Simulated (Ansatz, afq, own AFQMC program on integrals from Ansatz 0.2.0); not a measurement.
## Where AFQMC and coupled cluster stand for GeH2O, singlet

| atom | x (Å) | y (Å) | z (Å) |
| --- | --- | --- | --- |
| Ge | 0.0000 | -0.0122 | 0.3356 |
| O | 0.0000 | 0.0137 | -1.4548 |
| H | 0.0000 | 1.5385 | 0.7260 |
| H | 0.0000 | -0.8756 | -1.8200 |

Connectivity, by distances: GeH–OH.

Basis cc-pVTZ. Noble-gas cores (and the filled d shells of Ga–Kr and In–Xe) are frozen. AFQMC by an in-house program on the Cholesky factors that Ansatz 0.2.0 writes for its CCSD(T) run. ph-AFQMC/CISD is guided by a CISD state made of CCSD amplitudes; releasing the constraint for a short imaginary time cuts its bias at the price of noise, slowly where states lie close. ± is one standard error of the sampling. No spin–orbit coupling.

Determinant: RHF, the one that the program's search chose, which needn't be the lowest solution. The geometry is a point of a scan.

No full CI on the walks' own integrals is used here; CCSDT(Q) serves as the reference and is uncertain by about the last step of the cluster series.

Cautions: no relativity below Rb; no spin-orbit coupling; inner d shell frozen; restricted determinant unstable towards unrestricted (UHF 4 meV lower, ⟨S²⟩ 0.09).

- T1 diagnostic: 0.0178
- weight of the determinant in the CISD state: 0.872
- size of the correlated space: 12 electrons in 86 orbitals

Reference: CCSDT(Q), correlation energy -10.276 eV. The released energy is read at 2.40 1/Eh (meV from the phaseless value at times in 1/Eh: -9 ± 7 at 0.24, -9 ± 5 at 0.51, 2 ± 6 at 0.99, -7 ± 8 at 1.62, -13 ± 7 at 2.40).

```csv
level,E − E(reference) (meV),share of correlation (%)
HF,10276.1,0.00
MP2,850.6,91.72
CCSD,402.4,96.08
CCSD(T),35.7,99.65
CCSDT,23.0,99.78
ph-AFQMC/HF,-60.5 ± 26.8,100.59
ph-AFQMC/CISD,7.9 ± 5.5,99.92
released AFQMC,-5.2 ± 6.9,100.05
```

A walk keeps the symmetry of its determinant, which the program's search chose and which needn't be the lowest solution, so a lower state of the same spin and another symmetry isn't excluded. Released energies are given only where the last usable release times agree within the noise; a slower fall can still hide under it.
